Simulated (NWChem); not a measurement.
# methanol (CH4O); SMILES CO

Program: NWChem. Coordinates come from a PBE0-D3(BJ)/def2-TZVP optimisation.

Isotropic polarisabilities at PBE0/Sadlej pVTZ: 21.25 bohr³ (static) and 21.39 bohr³ at ω = 0.0428 Ha (1065 nm).

Task: Fit one effective oscillator, α(ω) = α(0)/(1 − ω²/ω₀²), predict α at ω = 0.1139 Ha (400 nm) and compare with a run.

Result: 
1. 1 − α(0)/α(ω) = 0.0065 = (ω/ω₀)², so ω₀ = 0.529 Ha = 14.4 eV.
2. At the second frequency, (ω/ω₀)² = 0.046 and α = 22.3 bohr³.
3. The run gives 22.3 bohr³, a difference of 0.0 %.
